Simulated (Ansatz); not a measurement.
# H2O (singlet): wave-function methods side by side, STO-3G

An exercise on one series of results from a longer session: the logs are not shown, and one member is left open.

The runs use Ansatz 0.2.0, Gaussian basis; STO-3G, core rule «outside noble gas», up to 1 orbitals frozen.

Plan: UHF; CCSD(T) on RHF; BCCD(T) on RHF; CISD; CCSDT(Q) on RHF; CISDTQ; CCSDTQ on RHF; CASSCF and MRCISD+Q, 8 electrons in 6 orbitals; CASSCF and NEVPT2, 8 electrons in 6 orbitals; Full CI.

9 further runs of the same task are left out: 9 set aside as unsound or not needed.

## The geometry

The geometry is an MP2(full)/6-31G* stationary point (not a proven minimum).

3 atoms, charge 0, spin multiplicity 1.

Atoms are counted from 1 here; the program's logs count them from 0.

Bond lengths: O1–H2 0.969 Å, O1–H3 0.969 Å. Angles: H2–O1–H3 104.0°.

The first run:

Contents of in.yaml:

```yaml
crystal:
  periodic: [false, false, false]
  atoms:
    - {symbol: O, position_ang: [0.000000, 0.000000, 0.066726]}
    - {symbol: H, position_ang: [0.000000, 0.763239, -0.529583]}
    - {symbol: H, position_ang: [0.000000, -0.763239, -0.529583]}
basis:
  gaussian: {orbitals: STO-3G}
magnetization: {spin_polarized: true, initial_magnetization: 0}
hamiltonian: {xc: hf}
output: {orbitals: {seedname: orbitals}}
```

On the command line:

```bash
ansatz run in.yaml --threads 1 --pin off --events-out ev --progress --plain --max-ram 5632MiB --backend cpu
```

Among the steps run: UHF; CCSD(T) on RHF; BCCD(T) on RHF; CISD; CCSDT(Q) on RHF; CISDTQ; CCSDTQ on RHF; CASSCF and MRCISD+Q, 8 electrons in 6 orbitals; CASSCF and NEVPT2, 8 electrons in 6 orbitals; Full CI.

One table of the session follows, with a row left open; its other results are not shown here.

| method | from FCI (kcal/mol) |
| --- | --- |
| RHF | +31.97 |
| RMP2 | +9.12 |
| CISD | +0.48 |
| RCCSD | +0.08 |
| RCCSD(T) | ? |
| BCCD(T) | +0.04 |
| RCCSDT | +0.02 |
| CISDTQ | 0.00 |
| RCCSDT(Q) | +0.01 |
| RCCSDTQ | 0.00 |
| CASSCF valence | 0.00 |
| NEVPT2 valence | 0.00 |
| MRCISD valence | 0.00 |
| MRCISD+Q valence | 0.00 |
| FCI | 0 |

Estimate the missing values for RCCSD(T).

As computed: from FCI (kcal/mol): +0.03. In the column «from FCI (kcal/mol)» it lies between RCCSDT (+0.02) and BCCD(T) (+0.04).
